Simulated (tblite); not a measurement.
C₄H₈FO (doublet state).
Geometry (GFN2-xTB, Å), atoms numbered from 1 in this order:
```
atom  x, y, z in Å
C1     1.9256   -0.0345    0.6849
O2     0.6828   -0.6904    0.7069
C3    -0.3466   -0.0234   -0.0290
C4    -1.5113   -1.0119   -0.1266
C5    -0.7676    1.2276    0.6412
F6    -0.3814    2.4064    0.1185
H7     2.2927    0.0846   -0.3421
H8     1.8771    0.9528    1.1575
H9     2.6125   -0.6668    1.2439
H10    0.0274    0.2252   -1.0356
H11   -1.8820   -1.2338    0.8697
H12   -2.3130   -0.5902   -0.7253
H13   -1.1618   -1.9335   -0.5823
H14   -1.0552    1.2875    1.6760
```

Level: GFN2-xTB in tblite, geometry and Hessian alike; calculated harmonic values, unscaled, isolated species. This tight-binding method is rough: wavenumbers can miss measured ones by several per cent, in bad cases by 10 to 20. One conformer, not necessarily the lowest. Open shells enter through the occupations alone, without spin polarisation, and single modes of such species can be off by tens of per cent.

Harmonic wavenumbers (cm⁻¹): 39.5, 96.5, 175.8, 185.6, 220.2, 283.2, 339.9, 362.0, 505.8, 521.8, 862.9, 911.1, 1049.1, 1077.1, 1081.1, 1114.7, 1132.4, 1152.5, 1176.2, 1222.6, 1281.9, 1346.3, 1386.8, 1404.8, 1466.6, 1468.3, 1482.8, 1489.0, 2848.7, 2904.5, 2929.4, 3028.7, 3052.0, 3055.2, 3059.2, 3119.5.

A = 3891, B = 3134, C = 1894 MHz; mass 91.056 u (most abundant isotopes); point group C1, symmetry number 1; spin multiplicity 2.

What is the zero-point energy?

Half the sum of the wavenumbers: 24417 cm⁻¹ = 292.09 kJ/mol.

What is S at 350 K and 1 bar for an ideal gas of classical rigid rotors and harmonic oscillators?

Translation 168.45, rotation 115.11, vibration 104.49, spin (R ln 2) 5.76: S = 393.8 J/(mol K).

And Cp and H(350 K) − H(0)?

Cp = 133.75 J/(mol K), of which vibrations give 100.49 (their classical limit is 36 R = 299.3); H(350 K) − H(0) = 30.30 kJ/mol without the zero-point energy, 18.66 from vibrations.

Blend soft modes into free rotors: weight 1/[1 + (100 cm⁻¹/ν̃)⁴] for the oscillator and the rest for a rotor with moment μB/(μ + B), μ = h/(8π²ν), B = 10⁻⁴⁴ kg m². What vibrational entropy results?

95.81 J/(mol K) in place of 104.49, which changes −T·S at 350 K by +3.04 kJ/mol.

What must be added to the electronic energy to get the Gibbs energy at 350 K and 1 bar?

ZPE + [H(350 K) − H(0)] − T·S = 292.09 + 30.30 − 137.84 = 184.55 kJ/mol.

Which modes carry the vibrational entropy at 350 K?

39.5 cm⁻¹: 23.44; 96.5 cm⁻¹: 16.06; 175.8 cm⁻¹: 11.19; 185.6 cm⁻¹: 10.76; 220.2 cm⁻¹: 9.42; 283.2 cm⁻¹: 7.50 J/(mol K); the other 30 give 26.11 together.

How do the functions run with temperature in this model?

```json
{"T (K)": "150", "S (J/(mol K))": "305.3", "Cp (J/(mol K))": "83.1", "H − H(0) (kJ/mol)": "8.70", "G − H(0) (kJ/mol)": "-37.09", "ln q(vib)": "2.33"}
{"T (K)": "250", "S (J/(mol K))": "353.5", "Cp (J/(mol K))": "107.6", "H − H(0) (kJ/mol)": "18.25", "G − H(0) (kJ/mol)": "-70.13", "ln q(vib)": "4.29"}
{"T (K)": "298.15", "S (J/(mol K))": "373.5", "Cp (J/(mol K))": "120.0", "H − H(0) (kJ/mol)": "23.72", "G − H(0) (kJ/mol)": "-87.64", "ln q(vib)": "5.20"}
{"T (K)": "400", "S (J/(mol K))": "412.5", "Cp (J/(mol K))": "146.9", "H − H(0) (kJ/mol)": "37.32", "G − H(0) (kJ/mol)": "-127.70", "ln q(vib)": "7.06"}
{"T (K)": "600", "S (J/(mol K))": "481.1", "Cp (J/(mol K))": "191.9", "H − H(0) (kJ/mol)": "71.44", "G − H(0) (kJ/mol)": "-217.22", "ln q(vib)": "10.59"}
{"T (K)": "900", "S (J/(mol K))": "568.2", "Cp (J/(mol K))": "237.0", "H − H(0) (kJ/mol)": "136.31", "G − H(0) (kJ/mol)": "-375.03", "ln q(vib)": "15.54"}
```

q(vib) and H(0) count from the zero-point level.

Hindered rotation and anharmonicity are outside this model. Other conformers, if any are populated, would add a mixing term that is left out. The structure is chiral; the term R ln 2 for an equal mix with its mirror image is left out.
